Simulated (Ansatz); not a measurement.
This script for a rigid torsion scan of C4H6O, SMILES CC#CCO with Ansatz's Python interface holds a mistake.

The script, `torsion.py`:
```python
"""Rigid torsion scan of C4H6O."""

import ansatz as az
from ase import Atoms

atoms = Atoms(["C", "C", "C", "C", "O", "H", "H", "H", "H", "H", "H"], positions=[
    [-1.9113, -1.0341, 0.6171],
    [-0.661, -0.3821, 0.3355],
    [0.3776, 0.128, 0.1034],
    [1.784, 0.7539, -0.159],
    [1.6375, 1.5212, -1.355],
    [-2.1022, -1.1294, 1.6776],
    [-2.7441, -0.3473, 0.2486],
    [-2.0068, -1.9424, 0.1002],
    [2.0201, 1.4121, 0.7099],
    [2.4868, -0.0153, -0.2718],
    [1.1848, 0.9785, -1.9859],
])

# relax first, so that the scan starts from a minimum
first = az.Crystal.molecule_from_ase(atoms).calculation()
first = first.basis(gaussian="def2-SVP")
first = first.functional("R2SCAN0")
first = first.hubbard("C", "p", u_eff=4.0)
first = first.relax(force_tolerance=0.02, max_steps=30)
atoms.positions = first.run().report["positions_ang"]

start = atoms.get_dihedral(2, 3, 4, 10)
energies = {}
for turn in range(0, 360, 30):
    turned = atoms.copy()
    turned.set_dihedral(2, 3, 4, 10, start + turn, indices=[4, 10])
    setup = az.Crystal.molecule_from_ase(turned).calculation()
    setup = setup.basis(gaussian="def2-SVP")
    setup = setup.functional("R2SCAN0")
    setup = setup.hubbard("C", "p", u_eff=4.0)
    energies[round((start + turn) % 360)] = setup.run().report["free_energy_ev"]
floor = min(energies.values())
print("dihedral C2-C3-O4-H10 (deg)   E - E(min) (kJ/mol)")
for angle, e in sorted(energies.items()):
    print(f"{angle:8d} {96.485332 * (e - floor):14.3f}  " + "#" * int(30 * (e - floor) / max(max(energies.values()) - floor, 1e-9)))
```

```console
$ python torsion.py
Traceback (most recent call last):
  File "torsion.py", line 26, in <module>
    atoms.positions = first.run().report["positions_ang"]
                      ~~~~~~~~~^^
  ...
ansatz.RefusalError: invalid value for `basis.gaussian`: such a run doesn't read hamiltonian.hubbard; remove what it names
```
(Library frames cut from the traceback.)

What is wrong, and how is it mended?

The fault: a Hubbard U isn't read in a Gaussian basis. The change:

`torsion.py`:
```python
"""Rigid torsion scan of C4H6O."""

import ansatz as az
from ase import Atoms

atoms = Atoms(["C", "C", "C", "C", "O", "H", "H", "H", "H", "H", "H"], positions=[
    [-1.9113, -1.0341, 0.6171],
    [-0.661, -0.3821, 0.3355],
    [0.3776, 0.128, 0.1034],
    [1.784, 0.7539, -0.159],
    [1.6375, 1.5212, -1.355],
    [-2.1022, -1.1294, 1.6776],
    [-2.7441, -0.3473, 0.2486],
    [-2.0068, -1.9424, 0.1002],
    [2.0201, 1.4121, 0.7099],
    [2.4868, -0.0153, -0.2718],
    [1.1848, 0.9785, -1.9859],
])

# relax first, so that the scan starts from a minimum
first = az.Crystal.molecule_from_ase(atoms).calculation()
first = first.basis(gaussian="def2-SVP")
first = first.functional("R2SCAN0")
first = first.relax(force_tolerance=0.02, max_steps=80)
atoms.positions = first.run().report["positions_ang"]

start = atoms.get_dihedral(2, 3, 4, 10)
energies = {}
for turn in range(0, 360, 30):
    turned = atoms.copy()
    turned.set_dihedral(2, 3, 4, 10, start + turn, indices=[4, 10])
    setup = az.Crystal.molecule_from_ase(turned).calculation()
    setup = setup.basis(gaussian="def2-SVP")
    setup = setup.functional("R2SCAN0")
    energies[round((start + turn) % 360)] = setup.run().report["free_energy_ev"]
floor = min(energies.values())
print("dihedral C2-C3-O4-H10 (deg)   E - E(min) (kJ/mol)")
for angle, e in sorted(energies.items()):
    print(f"{angle:8d} {96.485332 * (e - floor):14.3f}  " + "#" * int(30 * (e - floor) / max(max(energies.values()) - floor, 1e-9)))
```

The mended script runs so:

```console
$ python torsion.py
dihedral C2-C3-O4-H10 (deg)   E - E(min) (kJ/mol)
       7          6.193  ############
      37          5.432  ##########
      67          6.395  ############
      97         11.490  #######################
     127         14.924  ##############################
     157         13.949  ############################
     187         13.323  ##########################
     217         14.166  ############################
     247         11.136  ######################
     277          3.836  #######
     307          0.000
     337          2.996  ######
```

The scan is rigid and the energies are electronic, in a modest basis. With rigid groups the curve can differ much from the relaxed path, the start wasn't checked as a minimum of this torsion, and equivalent turns needn't return to the same energy. Hardware and time: 46 s on 1 thread of AMD EPYC 9R45 96-Core Processor (Zen 5) (shared host), peak memory 0.3 GiB.

(Lines on the test bed's own set-up are left out of the output.)
